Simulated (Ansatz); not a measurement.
The first iterations of a band of CHNaS (4 atoms, charge 0, multiplicity 1).

Method: RKS LDA/def2-SVP (Ansatz).

```json
{
 "movable images": "1",
 "climbing image": "yes",
 "spring": "5.0 eV/Å²",
 "optimiser": "quadratic models (default)",
 "start path": "through a guess of the saddle point",
 "force threshold": "0.05 eV/Å",
 "iteration limit": "60",
 "end points": "relaxed"
}
```

First end point:

```xyz
4
Properties=species:S:1:pos:R:3
Na 1.217 -0.139 1.490
C -0.185 -0.378 -0.236
S -0.188 1.290 -0.200
H -0.844 -0.773 -1.054
```

Last end point:

```xyz
4
Properties=species:S:1:pos:R:3
Na 1.613 0.009 1.980
C 0.236 -0.519 0.277
S -0.510 0.590 -0.612
H -1.339 -0.081 -1.645
```

| iteration | highest image above the first end (eV) | largest band force component (eV/Å) |
| --- | --- | --- |
| 1 | 3.887 | 3.015 |
| 2 | 3.213 | 1.181 |
| 3 | 3.014 | 2.177 |

**Question.** Does the band converge within its limit, and where does its top end?

**Answer.** It converged. It ended after 10 iterations with the highest image 3.358 eV above the first end. Neighbouring images differ by up to 3.4 eV, so the band resolves the path poorly. Another band between the same ends (7 images) ends at a top of the same energy, where a vibrational analysis finds 1 clearly imaginary mode. So few images can step over the top or miss a turn of the path. The orbitals stay closed-shell, which can raise the energy where a bond breaks towards radicals; this wasn't checked here.

Time of the run: 9.6 s on 1 CPU thread of a shared host.
